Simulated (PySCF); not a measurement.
## P2: from constants to spectrum

RHF-CCSD(T) constants of P2, ¹Σg⁺ (singlet), closed shell (basis P def2-SVPD; no relativity; PySCF 2.14; masses 30.9738 and 30.9738 u):

```
ωe              : 765.2 cm⁻¹
ωexe            : 2.86 cm⁻¹
Be              : 0.29375 cm⁻¹
αe              : 0.00142 cm⁻¹
D (centrifugal) : 1.73e-07 cm⁻¹
De to P + P     : 4.08 eV
```

(1) Give the vibrational terms G(v) and spacings up to v = 6.

(2) How well does the Morse estimate ωe²/(4ωexe) reproduce De, and what is D0?

Measured values (Huber and Herzberg, Constants of Diatomic Molecules (1979)): ωe = 780.77 cm⁻¹, ωexe = 2.835 cm⁻¹, Be = 0.30362 cm⁻¹, αe = 0.00149 cm⁻¹.

Correlated steps freeze 10 core orbitals. Correlated levels converge slowly with the basis: in double zeta they bind strong bonds too weakly, by up to about 1 eV, and carry superposition errors of some tenths. Where the molecule has an RHF reference, its open-shell atoms are computed with UHF.

Results:

(1) G(v) = ωe(v+½) − ωexe(v+½)².

| v | G(v) (cm⁻¹) | G(v) − G(v−1) | Bv (cm⁻¹) |
| --- | --- | --- | --- |
| 0 | 381.9 |  | 0.2930 |
| 1 | 1141.4 | 759.5 | 0.2916 |
| 2 | 1895.1 | 753.8 | 0.2902 |
| 3 | 2643.2 | 748.0 | 0.2888 |
| 4 | 3385.5 | 742.3 | 0.2874 |
| 5 | 4122.1 | 736.6 | 0.2859 |
| 6 | 4853.0 | 730.9 | 0.2845 |

(2) It gives 6.35 eV, 156 % of the computed De. D0 = De − G(0) = 4.08 − 0.05 = 4.03 eV.
